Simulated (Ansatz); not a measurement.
# C6H10 (SMILES C1=CCCCC1): a chain of runs

Wanted: a series of 8 runs (HF/STO-3G, UHF/STO-3G, HF/3-21G, HF/6-31G*) of C6H10. 

Program for the calculation: Ansatz 0.2.0.

## Step 1: The molecule

C6H10: 16 atoms, total charge 0, spin state singlet. As SMILES, `C1=CCCCC1`. The shape is that of a PBE0-D4/def2-TZVP optimisation. This is one conformer, not always the lowest. The run starts from this shape.

Bond lengths: C1–C2 1.329 Å, C2–C3 1.497 Å, C3–C4 1.523 Å, C4–C5 1.521 Å, C1–C6 1.497 Å, C5–C6 1.523 Å, C1–H7 1.087 Å, C2–H8 1.087 Å, C3–H9 1.095 Å, C3–H10 1.099 Å, C4–H11 1.093 Å, C4–H12 1.096 Å, C5–H13 1.093 Å, C5–H14 1.096 Å, C6–H15 1.099 Å, C6–H16 1.095 Å. Some angles: C1–C2–C3 123.4°, C2–C1–C6 123.4°, C2–C3–C4 111.9°, C3–C4–C5 110.8°, C4–C5–C6 110.8°, C1–C6–C5 111.9°, C1–C2–H8 119.3°, C3–C2–H8 117.3°, C2–C1–H7 119.3°, C6–C1–H7 117.3°.

## Step 2: A geometry optimisation at HF/STO-3G (start density atoms) (run 1)

File in.yaml:

```yaml
crystal:
  periodic: [false, false, false]
  atoms:
    - {symbol: C, position_ang: [-0.464050, -0.236510, 1.452750]}
    - {symbol: C, position_ang: [0.851280, -0.250760, 1.262640]}
    - {symbol: C, position_ang: [1.493350, -0.063410, -0.076620]}
    - {symbol: C, position_ang: [0.487870, -0.193190, -1.212890]}
    - {symbol: C, position_ang: [-0.788270, 0.571000, -0.893930]}
    - {symbol: C, position_ang: [-1.453320, 0.013300, 0.357340]}
    - {symbol: H, position_ang: [-0.858780, -0.407740, 2.450660]}
    - {symbol: H, position_ang: [1.509460, -0.411400, 2.112320]}
    - {symbol: H, position_ang: [2.302040, -0.791890, -0.200040]}
    - {symbol: H, position_ang: [1.979770, 0.921010, -0.112290]}
    - {symbol: H, position_ang: [0.927280, 0.159490, -2.149980]}
    - {symbol: H, position_ang: [0.243480, -1.252050, -1.357210]}
    - {symbol: H, position_ang: [-1.481780, 0.537710, -1.738640]}
    - {symbol: H, position_ang: [-0.540980, 1.626250, -0.729490]}
    - {symbol: H, position_ang: [-1.978910, -0.922190, 0.121630]}
    - {symbol: H, position_ang: [-2.228430, 0.700370, 0.713770]}
basis:
  gaussian:
    orbitals: STO-3G
relax:
  f_tol: 0.002
hamiltonian:
  xc: hf
output: {orbitals: {seedname: orbitals}}
```

The run is started by

```
$ ansatz run in.yaml --threads 1 --pin off --max-ram 3480MiB --events-out events.jsonl --progress --plain --runs-dir runs
```

Output:

```text
Warning: RAYON_NUM_THREADS=1 ignored (pool sized by the plan → 1); use --threads N
The last accepted step is kept in runs//last_step.txt (removed where the run ends without a failure and the disk answers)
[... 74 lines left out ...]
Total energy: -6265.72358982 eV, -230.2610948659 hartree
[... 16 lines left out ...]
Dipole moment:    -0.004957     0.006238    -0.034758 e Å
```

Wall time 12 s (1 thread of Arm Neoverse V2, shared host); peak memory 0.089 GiB.

Steps, from the record of the run:

```tsv
step	energy from the first frame kept (eV)	largest force (eV/Å)
1	0.0000	2.3921
2	-0.0841	0.2951
3	-0.0865	0.1125
4	-0.0877	0.0368
5	-0.0877	0.0421
6	-0.0878	0.0086
7	-0.0878	0.0024
8	-0.0878	0.0041
9	-0.0878	0.0042
10	-0.0878	0.0004
```

After the run. Bond lengths: C1–C2 1.310 Å, C2–C3 1.525 Å, C3–C4 1.544 Å, C4–C5 1.542 Å, C1–C6 1.525 Å, C5–C6 1.544 Å, C1–H7 1.084 Å, C2–H8 1.084 Å, C3–H9 1.089 Å, C3–H10 1.091 Å, C4–H11 1.088 Å, C4–H12 1.088 Å, C5–H13 1.088 Å, C5–H14 1.088 Å, C6–H15 1.091 Å, C6–H16 1.089 Å. Some angles: C1–C2–C3 123.9°, C2–C1–C6 123.9°, C2–C3–C4 111.7°, C3–C4–C5 110.6°, C4–C5–C6 110.6°, C1–C6–C5 111.7°, C1–C2–H8 120.3°, C3–C2–H8 115.8°, C2–C1–H7 120.3°, C6–C1–H7 115.8°.

## Step 3: Vibrational wavenumbers at HF/STO-3G (start density atoms) (run 2)

File input.yaml:

```yaml
crystal:
  periodic: [false, false, false]
  atoms:
    - symbol: C
      position_ang: [-0.450841, -0.228390, 1.475507]
    - symbol: C
      position_ang: [0.844337, -0.266634, 1.283957]
    - symbol: C
      position_ang: [1.508644, -0.067087, -0.074110]
    - symbol: C
      position_ang: [0.494219, -0.195494, -1.231010]
    - symbol: C
      position_ang: [-0.799179, 0.579104, -0.907634]
    - symbol: C
      position_ang: [-1.467170, 0.014938, 0.364951]
    - symbol: H
      position_ang: [-0.861635, -0.383599, 2.466170]
    - symbol: H
      position_ang: [1.515239, -0.438631, 2.117361]
    - symbol: H
      position_ang: [2.307672, -0.796395, -0.200077]
    - symbol: H
      position_ang: [1.976175, 0.918068, -0.103393]
    - symbol: H
      position_ang: [0.935649, 0.178730, -2.152216]
    - symbol: H
      position_ang: [0.253321, -1.245207, -1.386065]
    - symbol: H
      position_ang: [-1.491363, 0.520289, -1.744860]
    - symbol: H
      position_ang: [-0.558582, 1.629200, -0.754714]
    - symbol: H
      position_ang: [-1.972511, -0.922699, 0.129491]
    - symbol: H
      position_ang: [-2.233966, 0.703797, 0.716664]
basis:
  gaussian: {orbitals: STO-3G}
hamiltonian: {xc: hf}
phonons: {temperatures: {t_min: 298.15, t_max: 298.15, t_step: 1}}
```

The run is started by

```
$ ansatz run input.yaml --threads 1 --pin off --max-ram 3480MiB --events-out events.jsonl --progress --plain --runs-dir runs
```

Output:

```text
Warning: RAYON_NUM_THREADS=1 ignored (pool sized by the plan → 1); use --threads N
[... 514 lines left out ...]
Total energy: -6265.72362241 eV, -230.2610960636 hartree
[... 16 lines left out ...]
Dipole moment:    -0.004957     0.006238    -0.034758 e Å
Vibrations: 166.64 298.62 446.94 518.78 566.24 766.64 855.46 962.98 978.17 1045.93 1074.12 1117.09 1168.24 1212.40 1235.81 1272.96 1312.56 1369.74 1376.93 1472.75 1498.20 1524.42 1606.53 1673.07 1682.04 1686.41 1695.90 1820.16 1820.64 1830.33 1842.04 2096.43 3588.80 3589.08 3606.86 3610.29 3692.19 3698.62 3698.78 3721.40 3723.08 3728.88 cm⁻¹, zero-point energy 4.751892 eV
```

Wall time 93 s (1 thread of Arm Neoverse V2, shared host); peak memory 0.089 GiB.

Runs 3 to 7 aren't shown in full; the table further down has their settings and results.

## Step 4: Vibrational wavenumbers at HF/6-31G(d) (Cartesian functions, start density atoms) (run 8)

File run.yaml:

```yaml
crystal:
  periodic: [false, false, false]
  atoms:
    - {symbol: C, position_ang: [-0.458556, -0.232885, 1.462307]}
    - {symbol: C, position_ang: [0.848402, -0.257559, 1.271516]}
    - {symbol: C, position_ang: [1.500903, -0.065074, -0.075528]}
    - {symbol: C, position_ang: [0.491303, -0.192559, -1.219855]}
    - {symbol: C, position_ang: [-0.793494, 0.572677, -0.899400]}
    - {symbol: C, position_ang: [-1.460208, 0.013944, 0.360899]}
    - {symbol: H, position_ang: [-0.852177, -0.396288, 2.452511]}
    - {symbol: H, position_ang: [1.503059, -0.422627, 2.111943]}
    - {symbol: H, position_ang: [2.300269, -0.791560, -0.200058]}
    - {symbol: H, position_ang: [1.979817, 0.913138, -0.107320]}
    - {symbol: H, position_ang: [0.929506, 0.167896, -2.146046]}
    - {symbol: H, position_ang: [0.252369, -1.242878, -1.372102]}
    - {symbol: H, position_ang: [-1.483258, 0.528604, -1.737291]}
    - {symbol: H, position_ang: [-0.553999, 1.622297, -0.743264]}
    - {symbol: H, position_ang: [-1.976903, -0.916839, 0.128656]}
    - {symbol: H, position_ang: [-2.227022, 0.699702, 0.713051]}
basis:
  gaussian:
    orbitals: "6-31G*"
phonons:
  temperatures: {t_min: 298.15, t_max: 298.15, t_step: 1}
hamiltonian:
  xc: hf
```

The run is started by

```
$ ansatz run run.yaml --threads 1 --pin off --max-ram 3480MiB --events-out events.jsonl --progress --plain --runs-dir runs
```

Output:

```text
Warning: RAYON_NUM_THREADS=1 ignored (pool sized by the plan → 1); use --threads N
[... 511 lines left out ...]
Total energy: -6340.78778293 eV, -233.0196530825 hartree
[... 16 lines left out ...]
Dipole moment:    -0.005483     0.006894    -0.038428 e Å
Vibrations: 181.66 298.20 433.02 487.66 535.74 714.69 798.76 876.11 898.85 942.24 971.94 1025.02 1104.79 1119.77 1121.13 1150.18 1210.79 1269.31 1270.21 1361.28 1385.89 1410.16 1483.95 1519.41 1522.26 1529.25 1555.84 1626.30 1633.64 1639.76 1654.14 1886.85 3176.57 3177.01 3192.07 3192.91 3215.78 3217.21 3236.12 3241.36 3322.20 3348.73 cm⁻¹, zero-point energy 4.273658 eV
```

It took 4.5 min on 1 thread of Arm Neoverse V2, shared host; peak memory 0.24 GiB.

## Step 5: Overview of the runs

```tsv
run	level	task	walk f tol	partner	energy (Eh)	dipole moment (D)	wall time
1	HF/STO-3G (start density atoms)	optimise	0.002	base	-230.261095	0.17	12 s
2	HF/STO-3G (start density atoms)	frequencies	–	base	-230.261096	0.17	93 s
3	UHF/STO-3G (start density atoms)	energy	–	cation	-230.012089	–	0.46 s
4	UHF/STO-3G (start density atoms)	optimise	–	cation	-230.032566	–	8.7 s
5	HF/3-21G (start density atoms)	optimise	0.002	base	-231.729122	0.20	9.9 s
6	HF/3-21G (start density atoms)	frequencies	–	base	-231.729122	0.20	1.7 min
7	HF/6-31G* (Cartesian functions, start density atoms)	optimise	0.002	base	-233.019653	0.19	23 s
8	HF/6-31G* (Cartesian functions, start density atoms)	frequencies	–	base	-233.019653	0.19	4.5 min
```

## Step 6: Results

```
                                                               quantity          value
                                         run 8, HF/6-31G*: total energy  -233.01965 Eh
                                        run 8, HF/6-31G*: dipole moment         0.19 D
                             run 8, HF/6-31G*: largest force on an atom     0.002 eV/Å
                           run 8, HF/6-31G*: lowest harmonic wavenumber       182 cm⁻¹
                          run 8, HF/6-31G*: highest harmonic wavenumber      3349 cm⁻¹
                                    run 8, HF/6-31G*: zero-point energy   412.3 kJ/mol
                     vertical ionisation energy (to the doublet cation)       6.776 eV
adiabatic ionisation energy (to the doublet cation, no zero-point term)       6.219 eV
```

**Reading.** Removing an electron at fixed nuclei costs 6.78 eV (156 kcal/mol). In a minimal basis such a difference can be off by several eV, whatever the method. The adiabatic ionisation energy (to the doublet cation, no zero-point term) is 6.22 eV (600 kJ/mol). In runs 1, 2, 3, 4 the basis is minimal, so the values are rough. All runs together took 8.7 min, the longest 4.5 min.
